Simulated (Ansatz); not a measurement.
Process, species as SMILES: C[Si](C)(C)O[SiH2]Cl [chlorosilyloxy(trimethyl)silane] + 6 [H][H] (H2) → 3 C (CH4) + Cl (HCl) + O (H2O) + 2 [SiH4] (SiH4)

Wanted: energy of full hydrogenation (electronic), in kcal/mol. Terms: spin-orbit terms left out; six Cartesian d functions in 6-31G* and its kin unless marked 5d; non-relativistic; frozen cores in correlated levels; dispersion terms only where a functional's name holds one. CBS marks a two-point X^-3 extrapolation of the correlation energy; Hartree-Fock from the larger set. The bracket is a focal-point correction in the basis named. Ab initio and DFT rows: single points at B3LYP-D3(BJ) geometries (Ansatz, a program for electronic structure).

```
species               coefficient  E at PBE/6-31G* (Ansatz), Eh  E at PBE0/def2-TZVPD (Ansatz), Eh
--------------------  -----------  ----------------------------  ---------------------------------
C[Si](C)(C)O[SiH2]Cl           -1                   -1234.70918                        -1235.02547
[H][H] (H2)                    -6                      -1.16195                           -1.16825
C (CH4)                        +3                     -40.44431                          -40.47422
Cl (HCl)                       +1                    -460.58637                         -460.66591
O (H2O)                        +1                     -76.32206                          -76.38086
[SiH4] (SiH4)                  +2                    -291.68981                         -291.75614
```

Coupled cluster (Ansatz) is a level with limits of its own, used here on species with T1 under 0.025 (0.045 for open shells) and stable references: RI-MP2/CBS(aug-cc-pV(T+d)Z,aug-cc-pV(Q+d)Z)+[CCSD(T)-MP2]/aug-cc-pV(T+d)Z. Value to compare with, RI-MP2/CBS(aug-cc-pV(T+d)Z,aug-cc-pV(Q+d)Z)+[CCSD(T)-MP2]/aug-cc-pV(T+d)Z (Ansatz): 45.8 kcal/mol. 1 Eh = 627.5095 kcal/mol.

Q: Compute it at each level from the table, and compare with RI-MP2/CBS(aug-cc-pV(T+d)Z,aug-cc-pV(Q+d)Z)+[CCSD(T)-MP2]/aug-cc-pV(T+d)Z (Ansatz).

A: 
- PBE/6-31G*: the sum of coefficient times E is 0.05990 Eh, or 37.59 kcal/mol. Result: 37.6 kcal/mol. Its difference against RI-MP2/CBS(aug-cc-pV(T+d)Z,aug-cc-pV(Q+d)Z)+[CCSD(T)-MP2]/aug-cc-pV(T+d)Z (Ansatz) is -8.2 kcal/mol.
- PBE0/def2-TZVPD: the sum of coefficient times E is 0.05326 Eh, or 33.42 kcal/mol. Result: 33.4 kcal/mol. Its difference against RI-MP2/CBS(aug-cc-pV(T+d)Z,aug-cc-pV(Q+d)Z)+[CCSD(T)-MP2]/aug-cc-pV(T+d)Z (Ansatz) is -12.4 kcal/mol.
